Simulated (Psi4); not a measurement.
# C2H3F3 (1,1,1-trifluoroethane): CCSD/cc-pVDZ

What is the vertical singlet–triplet gap of C2H3F3 (1,1,1-trifluoroethane) at CCSD/cc-pVDZ? Input form: a QCSchema input.

The results are computed with Psi4 1.11.

## Step 1: The system as given

The species is C2H3F3 (8 atoms), meant as a singlet with charge 0. As SMILES, `CC(F)(F)F`. The shape is that of a PBE0-D4/def2-TZVP optimisation.

Bond lengths: C1–C2 1.497 Å, C2–F3 1.341 Å, C2–F4 1.341 Å, C2–F5 1.341 Å, C1–H6 1.089 Å, C1–H7 1.089 Å, C1–H8 1.089 Å. Some angles: C1–C2–F3 111.8°, C1–C2–F4 111.8°, C1–C2–F5 111.8°, F3–C2–F4 107.1°, F3–C2–F5 107.1°, F4–C2–F5 107.1°, C2–C1–H6 109.3°, C2–C1–H7 109.3°, C2–C1–H8 109.3°, H6–C1–H7 109.7°.

## Step 2: A single-point energy at CCSD/cc-pVDZ

File c2h3f3.json:

```json
{
  "schema_name": "qcschema_input",
  "schema_version": 1,
  "molecule": {
    "schema_name": "qcschema_molecule",
    "schema_version": 2,
    "symbols": ["C", "C", "F", "F", "F", "H", "H", "H"],
    "geometry": [-1.16293746, -0.26739625, 0.89100587, 1.05371129, 0.2076809, -0.80067696, 3.19892838, -0.72187538, 0.17744528, 0.74681976, -0.86587251, -3.07590721, 1.42523144, 2.68397801, -1.19033849, -0.83450306, 0.63457003, 2.71156802, -1.39461788, -2.29526135, 1.15500061, -2.85839974, 0.5160842, 0.02645617],
    "molecular_charge": 0,
    "molecular_multiplicity": 1,
    "fix_symmetry": "c1"
  },
  "driver": "energy",
  "model": {
    "method": "ccsd",
    "basis": "cc-pVDZ"
  },
  "keywords": {
    "puream": true,
    "e_convergence": 1e-09,
    "d_convergence": 1e-08,
    "scf_type": "pk",
    "num_frozen_docc": 5
  }
}
```

Launch:

```sh
psi4 --qcschema c2h3f3.json -n 1 --memory 1600MB
```

stdout:

```text
[...]
  Running in c1 symmetry.
[...]
  Nuclear repulsion =  202.116393240640150
[...]
  Multiplicity = 1
[...]
  Nalpha       = 21
  Nbeta        = 21
[...]
    Number of basis functions: 85
[...]
   @RHF iter   1:  -375.70960984889621   -5.27620e-01   6.35009e-03 ADIIS/DIIS
[...]
   @RHF iter  11:  -375.84022088347751   -1.53477e-12   2.34471e-09 DIIS
[...]
    Orbital Energies [Eh]
    ---------------------
    Doubly Occupied:
       1A    -26.332494     2A    -26.332463     3A    -26.332431
       4A    -11.500337     5A    -11.263502     6A     -1.726777
       7A     -1.628906     8A     -1.628852     9A     -1.070638
      10A     -0.920968    11A     -0.816763    12A     -0.816752
      13A     -0.774740    14A     -0.702066    15A     -0.702053
      16A     -0.653155    17A     -0.653131    18A     -0.635261
      19A     -0.586447    20A     -0.586427    21A     -0.561767
[...]
  @RHF Final Energy:  -375.84022088347751
   => Energetics <=
    Nuclear Repulsion Energy =            202.1163932406401500
    One-Electron Energy =                -923.4613666501554690
    Two-Electron Energy =                 345.5047525260378052
    Total Energy =                       -375.8402208834775138
[...]
 Multipole Moments:
 ------------------------------------------------------------------------------------
     Multipole            Electronic (a.u.)      Nuclear  (a.u.)        Total (a.u.)
 ------------------------------------------------------------------------------------
 L = 1.  Multiply by 2.5417464519 to convert [e a0] to [Debye]
 Dipole X            :          4.4170168           -5.1944266           -0.7774097
 Dipole Y            :          0.9466276           -1.1129572           -0.1663297
 Dipole Z            :         -3.3708809            3.9643358            0.5934549
 Magnitude           :                                                    0.9920787
[...]
      * MP2 total energy                      = -376.670988686521923
[...]
      * CCSD total energy                     = -376.697974491885475
[...]
```

The result, in JSON:

```text
{
 "driver": "energy",
 "model": {
  "method": "ccsd",
  "basis": "cc-pVDZ"
 },
 "success": true,
 "return_result": -376.6979744918855,
 "properties": {
  "calcinfo_nbasis": 85,
  "calcinfo_nmo": 85,
  "calcinfo_nalpha": 21,
  "calcinfo_nbeta": 21,
  "calcinfo_natom": 8,
  "nuclear_repulsion_energy": 202.11639324064015,
  "return_energy": -376.6979744918855,
  "scf_one_electron_energy": -923.4613666501555,
  "scf_two_electron_energy": 345.5047525260378,
  "scf_dipole_moment": [-0.77740971725646, -0.16632968700299844, 0.5934548843726075],
  "scf_total_energy": -375.8402208834775,
  "scf_iterations": 11,
  "mp2_same_spin_correlation_energy": -0.22038187535413722,
  "mp2_opposite_spin_correlation_energy": -0.6103859276881362,
  "mp2_singles_energy": -3.8786460770972368e-28,
  "mp2_doubles_energy": -0.8307678030422734,
  "mp2_correlation_energy": -0.8307678030422734,
  "mp2_total_energy": -376.6709886865219,
  "ccsd_same_spin_correlation_energy": -0.19857453044104578,
  "ccsd_opposite_spin_correlation_energy": -0.6591790779647685,
  "ccsd_singles_energy": 0.0,
  "ccsd_doubles_energy": -0.8577536084058143,
  "ccsd_correlation_energy": -0.8577536084058143,
  "ccsd_total_energy": -376.6979744918855,
  "ccsd_iterations": 15
 }
}
```

Wall time 16 s (1 thread of AMD EPYC 9R45 (Zen 5), shared host); peak memory 0.5 GiB.

## Step 3: The triplet

c2h3f3.json: that of step 2 with these lines changed.

```diff
@@ -9,4 +9,6 @@
     "molecular_charge": 0,
-    "molecular_multiplicity": 1,
-    "fix_symmetry": "c1"
+    "molecular_multiplicity": 3,
+    "fix_symmetry": "c1",
+    "fix_com": true,
+    "fix_orientation": true
   },
@@ -18,2 +20,3 @@
   "keywords": {
+    "reference": "uhf",
     "puream": true,
@@ -22,3 +25,4 @@
     "scf_type": "pk",
-    "num_frozen_docc": 5
+    "num_frozen_docc": 5,
+    "maxiter": 200
   }
```

Launch:

```sh
psi4 --qcschema c2h3f3.json -n 1 --memory 1600MB
```

stdout:

```text
[...]
  Running in c1 symmetry.
[...]
  Nuclear repulsion =  202.116393240640150
[...]
  Multiplicity = 3
[...]
  Nalpha       = 22
  Nbeta        = 20
[...]
    Number of basis functions: 85
[...]
   @UHF iter   1:  -375.20644339800293   -2.44533e-02   6.78371e-03 ADIIS/DIIS
[...]
   @UHF iter  21:  -375.38054177236847   -1.02318e-12   9.49352e-09 DIIS
[...]
   @S^2 Observed:                2.017911977E+00
[...]
    Orbital Energies [Eh]
    ---------------------
    Alpha Occupied:
       1A    -26.437913     2A    -26.437867     3A    -26.437823
       4A    -11.654475     5A    -11.332012     6A     -1.828122
       7A     -1.727929     8A     -1.727857     9A     -1.208045
      10A     -1.013107    11A     -0.914918    12A     -0.914899
      13A     -0.882813    14A     -0.798813    15A     -0.798795
      16A     -0.741380    17A     -0.741351    18A     -0.726491
      19A     -0.702481    20A     -0.644536    21A     -0.644505
      22A     -0.065210
    Alpha Virtual:
      23A      0.184847    24A      0.184853    25A      0.285061
[...]
  @UHF Final Energy:  -375.38054177236847
   => Energetics <=
    Nuclear Repulsion Energy =            202.1163932406401500
    One-Electron Energy =                -919.5487372688354526
    Two-Electron Energy =                 342.0518022558268285
    Total Energy =                       -375.3805417723684741
  UHF NO Occupations:
  HONO-2 :   20  A 1.9959324
  HONO-1 :   21  A 1.0000000
[...]
 Multipole Moments:
 ------------------------------------------------------------------------------------
     Multipole            Electronic (a.u.)      Nuclear  (a.u.)        Total (a.u.)
 ------------------------------------------------------------------------------------
 L = 1.  Multiply by 2.5417464519 to convert [e a0] to [Debye]
 Dipole X            :        -42.0215551           42.5959385            0.5743834
 Dipole Y            :         -8.2394076            8.3631719            0.1237643
 Dipole Z            :         31.9266154          -32.3642055           -0.4375901
 Magnitude           :                                                    0.7326111
[...]
      * MP2 total energy                      = -376.224024557745452
[...]
      * CCSD total energy                     = -376.252540977280546
[...]
```

The result, in JSON:

```text
{
 "driver": "energy",
 "model": {
  "method": "ccsd",
  "basis": "cc-pVDZ"
 },
 "success": true,
 "return_result": -376.25254097728055,
 "properties": {
  "calcinfo_nbasis": 85,
  "calcinfo_nmo": 85,
  "calcinfo_nalpha": 22,
  "calcinfo_nbeta": 20,
  "calcinfo_natom": 8,
  "nuclear_repulsion_energy": 202.11639324064015,
  "return_energy": -376.25254097728055,
  "scf_one_electron_energy": -919.5487372688355,
  "scf_two_electron_energy": 342.05180225582683,
  "scf_dipole_moment": [0.5743833818498274, 0.12376430821488249, -0.4375901455939548],
  "scf_total_energy": -375.3805417723685,
  "scf_iterations": 21,
  "mp2_same_spin_correlation_energy": -0.2304562338142588,
  "mp2_opposite_spin_correlation_energy": -0.6130265515587452,
  "mp2_singles_energy": -6.768969631583797e-28,
  "mp2_doubles_energy": -0.843482785373004,
  "mp2_correlation_energy": -0.843482785373004,
  "mp2_total_energy": -376.22402455774545,
  "ccsd_same_spin_correlation_energy": -0.20857710913485533,
  "ccsd_opposite_spin_correlation_energy": -0.6634220957732325,
  "ccsd_singles_energy": 1.878189194350422e-16,
  "ccsd_doubles_energy": -0.8719992049080878,
  "ccsd_correlation_energy": -0.8719992049080876,
  "ccsd_total_energy": -376.25254097728055,
  "ccsd_iterations": 64
 }
}
```

It took 2.1 min on 1 thread of AMD EPYC 9R45 (Zen 5), shared host; peak memory 0.61 GiB.

## Step 4: Results

At CCSD/cc-pVDZ, 5 core orbitals frozen:

```
                                                           quantity          value
                                              singlet: total energy  -376.69797 Eh
                       singlet: HOMO energy (Hartree–Fock orbitals)      -15.29 eV
                       singlet: LUMO energy (Hartree–Fock orbitals)        5.07 eV
                     singlet: HOMO–LUMO gap (Hartree–Fock orbitals)       20.36 eV
               singlet: correlation energy (5 core orbitals frozen)     -857.8 mEh
                                             singlet: T1 diagnostic          0.011
                                              triplet: total energy  -376.25254 Eh
triplet: HOMO energy (Hartree–Fock orbitals) (highest over α and β)       -1.77 eV
               triplet: correlation energy (5 core orbitals frozen)     -872.0 mEh
                         triplet: ⟨S²⟩ of the reference determinant          2.018
                                             triplet: T1 diagnostic          0.032
                   vertical energy of the triplet above the singlet      12.121 eV
```

In words: At this shape the triplet lies 12.12 eV (280 kcal/mol) above the singlet.
